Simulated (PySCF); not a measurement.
1,3-dioxolane, C3H6O2.
SMILES: `C1COCO1`

Jobs on this species (11 atoms, 40 electrons) with PySCF (density fitting). Hardware of each: Arm Neoverse V1, one thread, no GPU (shared host). The host was shared with other jobs, so the times are rough.

| level and settings | work | basis functions | SCF cycles | wall time |
| --- | --- | --- | --- | --- |
| delta-SCF UKS SCAN, pcX-2 on the ionised atom, pcseg-1 elsewhere, spin-free X2C | ΔSCF core ionisation, 3 holes | 131 | ? | ? |
| PBE0/pcSseg-1 | shieldings, ring-centre shieldings, charges and field gradients | 115 | ? | ? |
| PBE0-D3(BJ)/def2-SVP, grid level 1 | geometry optimisation from an MMFF94s start | 100 | ? | ? |
| KT2/pcSseg-2 | shieldings, ring-centre shieldings | 264 | 15 | 46 s |
| PBE0/def2-SVPD | 10 singlets by full TDDFT, 4 Tamm–Dancoff triplets, polarisability, ΔSCF ions | 154 | 13 | 56 s |
| B3LYP/pcJ-1 | spin–spin couplings from 9 perturbed nuclei, spin–dipole term left out | 195 | 13 | 18 s |

Task: Fill in the missing figures.

Result: 
- delta-SCF UKS SCAN, pcX-2 on the ionised atom, pcseg-1 elsewhere, spin-free X2C; ΔSCF core ionisation, 3 holes: 21 s, 51 SCF cycles
- PBE0/pcSseg-1; shieldings, ring-centre shieldings, charges and field gradients: 8.2 s, 13 SCF cycles
- PBE0-D3(BJ)/def2-SVP, grid level 1; geometry optimisation from an MMFF94s start: 22 s, 45 SCF cycles

Task: What do all jobs in the table cost together?

Result: About 2.9 min; the longest takes about 33 % of that, and about 6.8 times as long as the shortest.
